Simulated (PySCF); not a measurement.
ethanethiol cation (C2H6S), SMILES C(S)C (connectivity only; charge and spin as stated), charge +1, multiplicity 2. Atoms are numbered in the order given.

```xyz
9

C      0.3304     1.6498     0.0000
C     -0.6322     0.4772     0.0000
S      0.0855    -1.1688     0.0000
H     -0.2589     2.5684     0.0000
H      0.9590     1.6499    -0.8916
H      0.9590     1.6499     0.8916
H     -1.3089     0.4538     0.8712
H     -1.3089     0.4538    -0.8712
H      1.4010    -0.8369     0.0000
```
Charge +1, spin multiplicity 2.

The structure is a stationary point at TPSSh-D3(BJ)/def2-TZVP. A frequency run showed that this geometry is not a minimum. The spin state was assumed, not searched. Other conformers were not sampled.

All values below come from PBE/def2-TZVPD in PySCF.

Mulliken values depend strongly on the basis, most of all with diffuse functions as here. ESP charges are fitted to the potential on shells at 1.4 to 2.0 van der Waals radii. Atomic charges (e):

```
atom  Mulliken  ESP fit  Mulliken spin
----  --------  -------  -------------
C1       -0.85      ___           0.01
C2       -0.07      ___          -0.07
S3        0.19     0.35           0.93
H4        0.21     0.20           0.00
H5        0.31     0.16           0.00
H6        0.31     0.16           0.00
H7        0.31     0.19           0.07
H8        0.31     0.19           0.07
H9        0.28      ___          -0.02
```

Question: What belongs in the gaps? (The exact figures need the calculation; the answer reports its results.)

Answer: 
- C1, ESP fit: -0.41
- C2, ESP fit: -0.08
- H9, ESP fit: 0.23
